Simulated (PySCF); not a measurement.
A structure optimised at B3LYP-D3(BJ)/def2-SVP, used in a PySCF frequency run:

```
C
O 1 1.2101
C 1 1.5182 2 121.90
H 3 1.0977 1 109.82 2 2.86
H 3 1.1026 4 109.93 1 -121.92
H 3 1.1031 4 109.58 5 -117.08
C 1 1.5182 2 121.90 3 -180.00
H 7 1.0977 1 109.82 2 2.86
H 7 1.1026 8 109.93 1 -121.92
H 7 1.1031 8 109.58 9 -117.08
```

### Question
Write its SMILES, formula and point group.

### Answer
CC(C)=O, C₃H₆O, C2

### Question
What are its rotational constants (standard atomic weights)?

### Answer
10.103, 8.4870, 4.8946 GHz
